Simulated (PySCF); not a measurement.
Reaction (SMILES): [SiH][SiH3] (SiH-SiH3) (closed-shell singlet) + 2 [H][H] (H2) → 2 [SiH4] (SiH4)
B3LYP-D3(BJ)/def2-TZVP geometries, fixed; electronic energies without zero-point terms.
Largest species:
```xyz
6

Si     0.0071     1.0500     0.8096
H     -0.4184     1.8608    -0.4081
Si     0.0198    -0.9006    -0.5838
H      0.9769    -0.6998    -1.7070
H     -1.3363    -1.1013    -1.1659
H      0.4013    -2.1512     0.1194
```

Effect of the atomic grid (radial, angular points) at PBE0/def2-SVP with PySCF, against the last row, where the energy of full hydrogenation is -68.14 kcal/mol. Cost is core time over that of atom_grid: 75, 302, unpruned, rough, on shared machines of one kind; a dash marks a row that isn't timed (too short, read off another run, short of memory, by another algorithm or on other hardware).

```csv
setting,"grid points, largest species",largest shift of a total energy (mEh),shift of the energy of full hydrogenation (kcal/mol),cost
"atom_grid: 30, 110, unpruned",19800,0.455,-0.018,-
"atom_grid: 50, 194, unpruned",58200,-0.020,-0.033,0.5×
"atom_grid: 75, 302, unpruned",135904,0.002,0.003,1×
"atom_grid: 99, 590, unpruned",350464,0.001,0.000,2×
"atom_grid: 150, 974, unpruned",876600,0.000,0.000,5×
```

Within 0.02 kcal/mol in the energy of full hydrogenation: atom_grid: 30, 110, unpruned; atom_grid: 75, 302, unpruned; atom_grid: 99, 590, unpruned. The largest shift is 0.455 mEh in a total energy and 0.033 kcal/mol in the difference.
